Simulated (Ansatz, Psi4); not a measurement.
## [CF3]+ (SMILES F[C+](F)F): the vertical ionisation energy from total energies

[CF3]+: 4 atoms, total charge +1, spin state singlet. As SMILES, `F[C+](F)F`. The shape is that of a PBE0-D4/def2-TZVP optimisation.

Both states at this one shape; open shells run unrestricted unless said. 1 Eh = 27.2114 eV.

```tsv
level	program	singlet [CF3]+ (Eh)	doublet [CF3]2+ (Eh)
r2SCAN/STO-3G	Ansatz	-332.420193	-331.581104
B3LYP/6-31G* (Cartesian functions)	Psi4	-337.225468	-336.305586
CAM-B3LYP/STO-3G	Ansatz	-332.367518	-331.506232
CAM-B3LYP/def2-SVPD	Psi4	-336.905043	-335.965771
```

Question: Work out the vertical ionisation energy at each level.

Answer: 
1. r2SCAN/STO-3G: -331.581104 − (-332.420193) = 0.839089 Eh = 22.83 eV.
2. B3LYP/6-31G* (Cartesian functions): -336.305586 − (-337.225468) = 0.919882 Eh = 25.03 eV.
3. CAM-B3LYP/STO-3G: -331.506232 − (-332.367518) = 0.861286 Eh = 23.44 eV.
4. CAM-B3LYP/def2-SVPD: -335.965771 − (-336.905043) = 0.939272 Eh = 25.56 eV.

No measured value is set beside it here; the levels span 22.83 to 25.56 eV. Minimal sets are far from the basis-set limit.
